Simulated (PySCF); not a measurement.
# NH (imidogen) at UCCSDT/ccECP-cc-pVDZ (core potential)

What is the vertical ionisation energy of NH (imidogen) at UCCSDT/ccECP-cc-pVDZ (core potential)? The job is set up through a Python script.

Program for the calculation: PySCF 2.14.0.

9 further runs of the same task are left out: 2 that didn't finish, 7 set aside as unsound or not needed.

## 1. Starting point

The species is NH (2 atoms), meant as a triplet with charge 0. SMILES: `[NH]`. Geometry: the measured bond length.

Bond lengths: N1–H2 1.036 Å.

## 2. A single-point energy at UCCSDT/ccECP-cc-pVDZ (core potential)

Input file input.py:

```python
from pyscf import gto, cc

mol = gto.M(
    atom=[
    ('N', (0.000000, 0.000000, 0.000000)),
    ('H', (0.000000, 0.000000, 1.036210)),
],
    max_memory=1860,
    ecp={'N': 'ccecp', 'H': 'ccecp'},
    spin=2,
    verbose=3,
    basis='ccecp-cc-pvdz',
    charge=0,
)

mf = mol.UHF()
mf.conv_tol = 1e-10
mf.kernel()
if not mf.converged:
    mf = mf.newton().run(mf.mo_coeff, mf.mo_occ)

mycc = cc.CCSDT(mf)
mycc.kernel()
e_final = mycc.e_tot
print('E(%s) = %.9f' % ('CCSDT', e_final))
```

Started as:

```bash
$ OMP_NUM_THREADS=1 python input.py
```

What it wrote:

```text
WARN: HOMO -0.225989204869079 >= LUMO -0.225989204869081

converged SCF energy = -10.2146411482089  <S^2> = 2.0146008  2S+1 = 3.0097181
_make_eris_incore_UCCSDT

WARN: A large `blksize_v_aaa` is being used, which may cause large memory consumption
      for storing contraction intermediates. If memory is sufficient, consider using
      `pyscf.cc.uccsdt_highm.UCCSDT` instead.

WARN: A large `blksize_v_aab` is being used, which may cause large memory consumption
      for storing contraction intermediates. If memory is sufficient, consider using
      `pyscf.cc.uccsdt_highm.UCCSDT` instead.

UCCSDT converged
E(UCCSDT) = -10.33698306221612   E_corr = -0.1223419140071727
E_corr(same-spin) = -0.0249174785548279
E_corr(oppo-spin) = -0.0974244354523447
E(CCSDT) = -10.336983062
```

It took 1.7 s on 1 thread of Arm Neoverse V2, shared host; peak memory 0.13 GiB.

## 3. The doublet cation at the same level

Input file calc.py:

```python
from pyscf import gto, scf, cc

mol = gto.M(
    atom='''
N    0.000000   0.000000   0.000000
H    0.000000   0.000000   1.036210
''',
    charge=1,
    spin=1,
    ecp={'N': 'ccecp', 'H': 'ccecp'},
    basis='ccecp-cc-pvdz',
    max_memory=1860,
    verbose=3,
)

mf = scf.UHF(mol)
mf.conv_tol = 1e-10
mf.kernel()
if not mf.converged:
    mf = mf.newton().run(mf.mo_coeff, mf.mo_occ)

mycc = cc.CCSDT(mf)
mycc.kernel()
etot = mycc.e_tot
print('E(%s) = %.9f' % ('CCSDT', etot))
```

Started as:

```bash
$ OMP_NUM_THREADS=1 python calc.py
```

What it wrote:

```text
converged SCF energy = -9.73768091777105  <S^2> = 0.75568186  2S+1 = 2.0056738
_make_eris_incore_UCCSDT

WARN: A large `blksize_v_aaa` is being used, which may cause large memory consumption
      for storing contraction intermediates. If memory is sufficient, consider using
      `pyscf.cc.uccsdt_highm.UCCSDT` instead.

WARN: A large `blksize_v_aab` is being used, which may cause large memory consumption
      for storing contraction intermediates. If memory is sufficient, consider using
      `pyscf.cc.uccsdt_highm.UCCSDT` instead.

UCCSDT converged
E(UCCSDT) = -9.850363651079526   E_corr = -0.1126827333084735
E_corr(same-spin) = -0.0123737102572088
E_corr(oppo-spin) = -0.100309023051265
E(CCSDT) = -9.850363651
```

Wall time 1.2 s (1 thread of Arm Neoverse V2, shared host); peak memory 0.12 GiB.

## 4. Outcome

At UCCSDT/ccECP-cc-pVDZ (core potential):

| quantity | value |
| --- | --- |
| triplet NH: total energy | -10.33698 Eh |
| triplet NH: dipole moment (Hartree–Fock density) | 1.71 D |
| triplet NH: HOMO energy (Hartree–Fock orbitals) (highest over α and β) | -13.66 eV |
| triplet NH: LUMO energy (Hartree–Fock orbitals) (lowest over α and β) | 4.18 eV |
| triplet NH: correlation energy | -122.3 mEh |
| triplet NH: ⟨S²⟩ of the reference determinant | 2.015 |
| triplet NH: T1 diagnostic | 0.008 |
| doublet cation: total energy | -9.85036 Eh |
| doublet cation: HOMO energy (Hartree–Fock orbitals) (highest over α and β) | -27.49 eV |
| doublet cation: LUMO energy (Hartree–Fock orbitals) (lowest over α and β) | -11.37 eV |
| doublet cation: correlation energy | -112.7 mEh |
| doublet cation: ⟨S²⟩ of the reference determinant | 0.756 |
| doublet cation: T1 diagnostic | 0.009 |
| vertical ionisation energy (to the doublet cation) | 13.242 eV |

**Reading.** The vertical ionisation energy comes to 13.24 eV (305 kcal/mol).
